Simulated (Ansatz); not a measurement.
**CH₂Al+ (quintet): wave-function methods side by side, def2-QZVPP**

The task here is to estimate one member of a computed series from the others.

Method: def2-QZVPP, core rule «outside noble gas», up to 6 orbitals frozen; program: Ansatz 0.2.0, Gaussian basis.

Plan: UHF; ROHF; CCSD(T) on UHF.

**The system**

The geometry is a PBE0/def2-TZVP stationary point (not a proven minimum) of the parent state, kept for this charge and spin.

4 atoms, charge 1, spin multiplicity 5.

Atoms are counted from 1 here; the program's logs count them from 0.

Bond lengths: Al1–C2 1.925 Å, Al1–H3 1.580 Å, Al1–H4 1.580 Å. Angles: C2–Al1–H3 117.7°, C2–Al1–H4 117.7°, H3–Al1–H4 124.6°.

Set-up of the first run:

Input file in.yaml:

```yaml
crystal:
  periodic: [false, false, false]
  atoms:
    - {symbol: Al, position_ang: [0.000000, 0.000000, 0.527635]}
    - {symbol: C, position_ang: [0.000000, 0.000000, -1.397228]}
    - {symbol: H, position_ang: [0.000000, 1.398998, 1.262610]}
    - {symbol: H, position_ang: [0.000000, -1.398998, 1.262610]}
basis:
  gaussian: {orbitals: "def2-QZVPP.json"}
total_charge: 1
magnetization: {spin_polarized: true, initial_magnetization: 4}
hamiltonian: {xc: hf}
output: {orbitals: {seedname: orbitals}}
```

Launch:

```
$ ansatz run in.yaml --threads 1 --pin off --events-out ev --progress --plain --max-ram 4096MiB --backend cpu
```

Among the steps run: UHF; ROHF; CCSD(T) on UHF.

One table of the session follows, with a row left open; its other results are not shown here.

It belongs to the step «Misses and costs». 

| method | from UCCSD(T) (kcal/mol) |
| --- | --- |
| ROHF | +114.31 |
| UHF | +107.54 |
| UMP2 | +23.40 |
| UCCSD | ? |
| UCCSD(T) | 0 |

Q: Estimate the row for UCCSD from the others.

As computed: from UCCSD(T) (kcal/mol): +3.88. In the column «from UCCSD(T) (kcal/mol)» it lies between UCCSD(T) (0) and UMP2 (+23.40).
